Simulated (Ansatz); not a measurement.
**[H···H···F], doublet along the distance H1-H2**

Starting geometry:

```xyz
3

H     0.0000    0.0000   -0.8820
H     0.0000    0.0000   -0.1370
F     0.0000    0.0000    1.0190
```

From there H2 is moved from one fragment to the other while all else, the fragments' distance too, stays fixed; atoms are numbered as listed. Energies are in kcal/mol, counted from the starting geometry at the same level.

Basis cc-pVTZ; Ansatz 0.2.0. Correlated methods freeze the noble-gas cores. Prefix R: restricted or restricted open-shell reference; prefix U: unrestricted. Active spaces: valence = (9e, 6o) chosen from the atoms' valence shells.

Runs in a small pair space aren't shown, since their orbitals change along the scan.

Full CI isn't at hand for all of this; UCCSDT(Q) serves as the reference, and is uncertain by about the last step of the cluster series. The frozen core follows each run's orbitals, which can shift R against U totals by a few meV.

```tsv
distance H1-H2 (Å)	UCCSDT(Q)	error RCCSD	error UCCSD	error RCCSDT	error UCCSDT	error NEVPT2 (valence space)	error MRCISD (valence space)
0.693	5.2	-0.4	-0.3	0.0	0.0	1.3	0.0
0.745	0.0	0.0	0.0	0.0	0.0	0.0	0.0
0.782	-3.3	0.3	0.2	0.0	0.0	-0.9	-0.1
0.818	-6.4	0.5	0.3	0.0	0.0	-1.7	-0.2
0.855	-9.3	0.4	0.4	0.0	0.0	-2.4	-0.4
0.891	-11.9	0.3	0.4	0.0	0.0	-2.8	-0.5
0.928	-14.0	0.2	0.3	0.0	0.0	-3.1	-0.7
0.964	-15.2	0.0	0.2	-0.1	0.0	-3.3	-0.9
1.001	-15.1	-0.2	0.0	-0.1	0.0	-3.4	-1.2
```

Errors are those of relative energies. In total energy the starting point itself misses UCCSDT(Q) by: RCCSD 4.8, UCCSD 4.5, RCCSDT 0.2, UCCSDT 0.2, NEVPT2 (valence space) 23.3, MRCISD (valence space) 10.3 kcal/mol.

Spread of the error over the points with a reference, to 1.001 Å (largest less smallest): UCCSDT 0.1, RCCSDT 0.1, UCCSD 0.7, RCCSD 0.8, MRCISD (valence space) 1.2, NEVPT2 (valence space) 4.7 kcal/mol.
